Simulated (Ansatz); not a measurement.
Reaction (SMILES): P (PH3) → [PH2-] + H+
B3LYP-D3(BJ)/def2-TZVP geometries, fixed; electronic energies without zero-point terms.

Basis-set convergence of the deprotonation energy at PBE0 with Ansatz (a first-principles code). Cartesian d functions, on some or all atoms, in 6-31G*, 6-31+G*, 6-311G**, 6-311+G**; all else is spherical. The program fits the integrals of some runs and decomposes those of others, by size. No added dispersion term, no relativity. Functions are those of the species that has most. Reference: the value in aug-pcseg-3, 372.41 kcal/mol, itself unsure by roughly 1.39 kcal/mol (its mean distance from aug-cc-pV(Q+d)Z, def2-QZVPPD). Deviations are taken from unrounded values.

```
basis            functions  deprotonation energy (kcal/mol)
---------------  ---------  -------------------------------
6-31G*                  25                           381.58
6-31+G*                 29                           371.23
def2-SVP                33                           388.36
def2-SVPD               48                           381.61
pcseg-1                 33                           376.18
aug-pcseg-1             54                           370.79
cc-pV(D+d)Z             38                           386.10
aug-cc-pV(D+d)Z         59                           371.32
6-311G**                45                           373.11
6-311+G**               49                           372.05
def2-TZVP               55                           378.89
def2-TZVPD              70                           376.84
pcseg-2                 76                           376.70
aug-pcseg-2            119                           372.12
cc-pV(T+d)Z             81                           380.04
aug-cc-pV(T+d)Z        124                           372.31
def2-TZVPP              84                           378.94
def2-TZVPPD             99                           377.08
cc-pV(Q+d)Z            154                           376.36
aug-cc-pV(Q+d)Z        227                           372.49
def2-QZVPP             160                           375.56
def2-QZVPPD            175                           375.10
pcseg-3                163                           373.85
aug-pcseg-3            236                           372.41
```

What the diffuse functions change, pair by pair:
- 6-31G* to 6-31+G*: 4 more functions, deviation 9.17 to -1.18 kcal/mol
- def2-SVP to def2-SVPD: 15 more functions, deviation 15.95 to 9.20 kcal/mol
- pcseg-1 to aug-pcseg-1: 21 more functions, deviation 3.77 to -1.62 kcal/mol
- cc-pV(D+d)Z to aug-cc-pV(D+d)Z: 21 more functions, deviation 13.69 to -1.09 kcal/mol
- 6-311G** to 6-311+G**: 4 more functions, deviation 0.70 to -0.36 kcal/mol
- def2-TZVP to def2-TZVPD: 15 more functions, deviation 6.48 to 4.43 kcal/mol
- pcseg-2 to aug-pcseg-2: 43 more functions, deviation 4.28 to -0.29 kcal/mol
- cc-pV(T+d)Z to aug-cc-pV(T+d)Z: 43 more functions, deviation 7.62 to -0.10 kcal/mol
- def2-TZVPP to def2-TZVPPD: 15 more functions, deviation 6.53 to 4.67 kcal/mol
- cc-pV(Q+d)Z to aug-cc-pV(Q+d)Z: 73 more functions, deviation 3.95 to 0.08 kcal/mol
- def2-QZVPP to def2-QZVPPD: 15 more functions, deviation 3.15 to 2.69 kcal/mol
- pcseg-3 to aug-pcseg-3: 73 more functions, deviation 1.44 to 0.00 kcal/mol

Leaving out the reference's own pair, they bring the value nearer the reference by more than 1.39 kcal/mol in 9 of 11 pairs.
